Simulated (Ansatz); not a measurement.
`O=S` (triplet) → O• + S•  (atomization)

Isolated molecules relaxed with PBE0-D4/def2-TZVP in Ansatz; ΔE leaves out vibrations. CCSD(T)/CBS is extrapolated from def2-TZVPP and def2-QZVPP, frozen cores. Functionals use def2-TZVPP. No spin–orbit coupling; open shells (•) take unrestricted orbitals. Spin–orbit coupling would lower the free atoms: a little for O, S.

`O=S` (triplet):

Cartesian coordinates in Å:
```
O 0.132 -0.716 -0.131
S -0.132 0.716 0.131
```

```json
{"level": "LDA (SPW92)", "ΔE (kcal/mol)": "166.7", "difference from CCSD(T)/CBS": "42.1"}
{"level": "PBE-D4", "ΔE (kcal/mol)": "140.6", "difference from CCSD(T)/CBS": "16.0"}
{"level": "r2SCANh-D4", "ΔE (kcal/mol)": "127.4", "difference from CCSD(T)/CBS": "2.8"}
{"level": "r2SCAN", "ΔE (kcal/mol)": "132.0", "difference from CCSD(T)/CBS": "7.4"}
{"level": "LC-ωPBE", "ΔE (kcal/mol)": "125.3", "difference from CCSD(T)/CBS": "0.7"}
{"level": "CCSD(T)/def2-SVP", "ΔE (kcal/mol)": "101.2", "difference from CCSD(T)/CBS": "-23.4"}
{"level": "SCS-MP2/def2-TZVPP", "ΔE (kcal/mol)": "119.4", "difference from CCSD(T)/CBS": "-5.2"}
{"level": "HF/def2-QZVPP", "ΔE (kcal/mol)": "55.9", "difference from CCSD(T)/CBS": "-68.7"}
{"level": "CCSD/def2-QZVPP", "ΔE (kcal/mol)": "114.7", "difference from CCSD(T)/CBS": "-9.9"}
{"level": "CCSD(T)/def2-QZVPP", "ΔE (kcal/mol)": "121.9", "difference from CCSD(T)/CBS": "-2.7"}
{"level": "CCSD/CBS(def2)", "ΔE (kcal/mol)": "117.0", "difference from CCSD(T)/CBS": "-7.6"}
{"level": "CCSD(T)/cc-pV(D+d)Z", "ΔE (kcal/mol)": "99.8", "difference from CCSD(T)/CBS": "-24.8"}
{"level": "MP2/cc-pV(Q+d)Z", "ΔE (kcal/mol)": "131.4", "difference from CCSD(T)/CBS": "6.8"}
{"level": "HF/CBS(cc)", "ΔE (kcal/mol)": "56.2", "difference from CCSD(T)/CBS": "-68.4"}
{"level": "CCSD/CBS(cc)", "ΔE (kcal/mol)": "117.2", "difference from CCSD(T)/CBS": "-7.4"}
{"level": "CCSD(T)/CBS(cc)", "ΔE (kcal/mol)": "124.7", "difference from CCSD(T)/CBS": "0.1"}
{"level": "CCSD(T)/CBS", "ΔE (kcal/mol)": "124.6", "difference from CCSD(T)/CBS": "0"}
```

Largest T1 diagnostic among the species: 0.020.

At CCSD(T), def2-SVP lies −23.4 kcal/mol from the extrapolated value and def2-TZVPP −7.3 kcal/mol: correlation converges slowly with the basis, and small sets miss more of it in the bonded molecule than in its fragments. From BLYP to BHLYP (50 % exact exchange), in def2-TZVPP and without D4, ΔE moves by −24.8 kcal/mol: exact exchange takes away binding that semilocal exchange gives to molecules. In def2-TZVPP, CCSD(T) changes the Hartree–Fock value by +62.5 kcal/mol (the triples alone add +6.7 kcal/mol) and MP2 by +72.3 kcal/mol; breaking electron pairs costs correlation energy, which Hartree–Fock lacks.

CCSD(T)/CBS has its own doubt, a few kJ/mol and more with outer-core shells, so smaller differences from it don't rank the levels.
